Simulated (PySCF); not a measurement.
C₃H₃ClO.
InChI=1S/C3H3ClO/c4-2-1-3-5/h1-3H/b2-1-

The calculation used MP2 and CCSD/aug-cc-pVDZ in PySCF, restricted Hartree–Fock reference, 9 core orbitals frozen, non-relativistic, gas phase, PBE0-D3(BJ)/def2-SVP geometry.

E(HF) = -649.70810 Eh.

**Question.** How large is the problem?

**Answer.** 146 basis functions and 46 electrons; 9 orbitals frozen, which leaves o = 14 correlated occupied and v = 123 virtual orbitals. That is o·v = 1722 singles and o·v(o·v + 1)/2 = 1483503 distinct closed-shell doubles amplitudes before symmetry; the costliest CCSD step grows as o²v⁴ = 4.5 × 10^10.

**Question.** What are the MP2 and CCSD correlation energies?

**Answer.** MP2 -0.7426 Eh and CCSD -0.7767 Eh, which gives totals of -650.45066 and -650.48479 Eh. That is 0.755 eV for each correlated electron at CCSD (2039 kJ/mol in all, 0.119 % of the total energy); MP2 gives 95.6 % of the CCSD value.

**Question.** What is the T1 diagnostic?

**Answer.** 0.0145, below the customary warning level of 0.02. It is the norm of the spatial-orbital singles amplitudes over the root of the number of correlated electrons, so the norm is 0.077.

**Question.** How does correlation change the dipole moment?

**Answer.** HF gives 3.17 D and CCSD (unrelaxed density) 2.67 D, a change of -0.50 D.

No triples correction and no basis-set extrapolation were made.

The values belong to the conformer `[O:1]=[CH:2]/[CH:3]=[CH:4]\[Cl:5]`: O1–C2–C3–C4 180°.
